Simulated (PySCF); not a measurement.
# C3H5FS: the cost of one run

Computed with PySCF 2.14.0, with density-fitted response routines of our own, on a single molecule in the gas phase. Atoms are numbered from 0 throughout.

## 1. Starting geometry

10 atoms, charge 0, multiplicity 1; geometry from: GFN2-xTB. The atoms were then displaced at random by about 0.01 Å, so the start is not that level's minimum.

Bonds of the start (Å): C0–C1 1.32, C1–F2 1.35, C1–S3 1.80, S3–C4 1.80, C0–H5 1.11, C0–H6 1.05, C4–H7 1.10, C4–H8 1.06, C4–H9 1.08.

## 2. Relaxing the molecule at PBE0-D3(BJ)/def2-SVP

Job settings and geometry (Å):

```
{"job": {"xc": "PBE0", "basis": "def2-SVP", "d3": "d3bj", "grid": 1, "shake": 0.01, "kind": "geom"}, "charge": 0, "multiplicity": 1}
C     -1.600720    -0.858330     1.174870
C     -0.741440    -0.196490     0.424410
F     -1.042480     1.003060    -0.123250
S      0.914890    -0.786710     0.047200
C      1.515070     0.560520    -0.991400
H     -2.594760    -0.406590     1.358710
H     -1.369580    -1.788530     1.596150
H      1.551040     1.493640    -0.411090
H      0.895550     0.682190    -1.845740
H      2.522850     0.276300    -1.250920
```

Run with:

```console
OMP_NUM_THREADS=1 python probes_run.py task.json out
```

The driver reads the jobs from task.json and runs them one after another.

Q: Estimate the wall time and peak memory of this first job on 1 thread of Arm Neoverse V2, shared host.

About 38 s, with a peak of 0.41 GiB.
